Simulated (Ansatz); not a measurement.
# Basis-set limit of SiH$_{4}$Cl, doublet

```xyz
6

Cl   -1.4852    0.0000    0.0000
H     0.0298    0.0000    0.0000
Si    1.6478    0.0000    0.0000
H     2.0978   -1.4163    0.0000
H     2.0978    0.7081   -1.2265
H     2.0978    0.7081    1.2265
```

Connectivity, by distances: Cl ··· SiH3, 1 bridging H.

Ansatz 0.2.0, UHF determinant, valence electrons correlated. Energies in eV.

| set | X | functions | Hartree–Fock | MP2 correlation | CCSD(T) correlation | time |
| --- | --- | --- | --- | --- | --- | --- |
| def2-TZVPP | 3 | 140 | -20427.9654 | -8.9788 | -10.6204 | 2.5 s on 1 × NVIDIA H100 80GB HBM3 with 1 thread of AMD EPYC 7R13 Processor (Zen 3) (shared host) |
| def2-QZVPP | 4 | 260 | -20428.5742 | -9.7692 | -11.3829 | 11 s on 1 × NVIDIA H100 80GB HBM3 with 1 thread of AMD EPYC 7R13 Processor (Zen 3), on a shared host |

Hartree–Fock is taken to follow E(X) = E∞ + A·exp(−7.88·√X), correlation E(X) = E∞ + B·X^−2.97.

Work out the CCSD(T) energy at the limit, and how far the shortcut misses it that extrapolates MP2 and adds CCSD(T) minus MP2 from the smaller set.

Hartree–Fock: E∞ = E4 + 0.1377·(E4 − E3) = -20428.6581. Correlation: E∞ = E4 + 0.7407·(E4 − E3) = -11.9478 for CCSD(T) and -10.3546 for MP2. The limit is -20440.6058 eV, 0.649 eV below def2-QZVPP. The shortcut gives a correlation energy of -10.3546 + (-1.6416) = -11.9962, 48 meV lower than the direct value.

Past Ne part of the Hartree–Fock step between the two sets comes from the cores, which don't follow the formula, so the 84 meV that it adds to the total can overshoot; that part largely cancels in differences.
